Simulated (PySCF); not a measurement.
C₃H₅F.
Numbering: `[CH3:1]/[CH:2]=[CH:3]/[F:4]` (hydrogens: H5, H6, H7 on C1; H8 on C2; H9 on C3)

The same species was optimised twice, with GFN2-xTB and with PBE0-D3(BJ)/def2-SVP (PySCF), and the same property calculations (PySCF, gas phase) were run on both structures.

```tsv
coordinate	GFN2-xTB	PBE0-D3(BJ)/def2-SVP	change
C3–H9 (Å)	1.080	1.096	+0.016
C2–H8 (Å)	1.081	1.096	+0.015
C3–F4 (Å)	1.347	1.332	-0.015
C1–H7 (Å)	1.087	1.100	+0.013
C1–H5 (Å)	1.089	1.103	+0.014
C1–H6 (Å)	1.089	1.102	+0.013
C2=C3 (Å)	1.318	1.329	+0.011
C1–C2 (Å)	1.489	1.491	+0.002
C3–C2–H8 (°)	119.3	117.4	-1.9
C1–C2–H8 (°)	117.1	118.8	+1.7
C2–C3–H9 (°)	126.3	124.9	-1.4
C2–C1–H5 (°)	110.0	111.3	+1.3
H6–C1–H7 (°)	109.0	107.8	-1.2
C2–C1–H6 (°)	110.1	111.2	+1.1
H5–C1–H7 (°)	109.0	107.8	-1.2
H5–C1–H6 (°)	107.6	106.7	-0.9
```

Rotational constants: A = 43847, B = 3902, C = 3664 MHz (GFN2-xTB) against A = 43498, B = 3883, C = 3646 MHz (PBE0-D3(BJ)/def2-SVP). Point groups within 0.08 Å: Cs and Cs. Atoms that the bonding makes alike are paired by their places after alignment.

On the GFN2-xTB structure: C1s of C1 (eV) 291.15 [delta-SCF UKS SCAN, pcX-2 on the ionised atom, pcseg-1 elsewhere, spin-free X2C]; C1s of C2 (eV) 290.69 [delta-SCF UKS SCAN, pcX-2 on the ionised atom, pcseg-1 elsewhere, spin-free X2C]; C1s of C3 (eV) 292.63 [delta-SCF UKS SCAN, pcX-2 on the ionised atom, pcseg-1 elsewhere, spin-free X2C]; F1s of F4 (eV) 692.82 [delta-SCF UKS SCAN, pcX-2 on the ionised atom, pcseg-1 elsewhere, spin-free X2C].

Problem. What do these properties become on the PBE0-D3(BJ)/def2-SVP structure?

Solution. 
```csv
property,level,on GFN2-xTB,on PBE0-D3(BJ)/def2-SVP,change
C1s of C1 (eV),"delta-SCF UKS SCAN, pcX-2 on the ionised atom, pcseg-1 elsewhere, spin-free X2C",291.15,291.22,+0.07
C1s of C2 (eV),"delta-SCF UKS SCAN, pcX-2 on the ionised atom, pcseg-1 elsewhere, spin-free X2C",290.69,290.72,+0.03
C1s of C3 (eV),"delta-SCF UKS SCAN, pcX-2 on the ionised atom, pcseg-1 elsewhere, spin-free X2C",292.63,292.67,+0.04
F1s of F4 (eV),"delta-SCF UKS SCAN, pcX-2 on the ionised atom, pcseg-1 elsewhere, spin-free X2C",692.82,692.99,+0.17
```

The heavy atoms differ by 0.007 Å rms after alignment. Among all bonds C2–H8, C3–F4 and C3–H9 change most and about equally (-0.015 to +0.016 Å). Changes are differences of the printed values. Neither structure is proved a minimum here.
